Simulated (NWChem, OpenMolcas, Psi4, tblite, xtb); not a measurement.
How methods differ on CH6Si (methylsilane)

CH6Si has 8 atoms, charge 0, and is taken as a singlet. SMILES: `C[SiH3]`. The shape is that of a PBE0-D4/def2-TZVP optimisation.

Quantity: the dipole moment, in D. The values are calculated.

Measured value to compare with: NIST CCCBDB gives the dipole moment of the gas as 0.74 D.

```csv
level,kind,program,value (D),computed − measured,CPU time
GFN2-xTB,semi-empirical,tblite,0.68,-0.06,under 2 s
GFN0-xTB,semi-empirical,xtb,1.37,+0.63,under 2 s
HF/def2-TZVP,Hartree–Fock,NWChem,0.76,+0.02,50 s
SVWN5/def2-TZVP,LDA,NWChem,0.85,+0.11,36 s
BLYP/def2-TZVP,GGA,OpenMolcas,0.83,+0.09,46 s
r2SCAN/def2-TZVP,meta-GGA,OpenMolcas,0.87,+0.13,61 s
BHLYP/def2-TZVP,global hybrid,OpenMolcas,0.78,+0.04,49 s
CAM-B3LYP/def2-TZVP,range-separated hybrid,Psi4,0.78,+0.04,68 s
wB97X/def2-TZVP,range-separated hybrid,Psi4,0.81,+0.07,69 s
```

Nearest: HF/def2-TZVP (+0.02 D); farthest: GFN0-xTB (+0.63 D). The measured dipole is a vibrational average, so differences of a few hundredths of a debye mean little. Computed less measured by kind, in D (of the ab initio rows, those in def2-TZVP): semi-empirical -0.06 to +0.63; Hartree–Fock +0.02; LDA +0.11; GGA +0.09; meta-GGA +0.13; global hybrid +0.04; range-separated hybrid +0.04 to +0.07. Magnitudes only. Times are those of the runs behind each value, whatever else they computed, on shared processors of several kinds: orders of magnitude only.
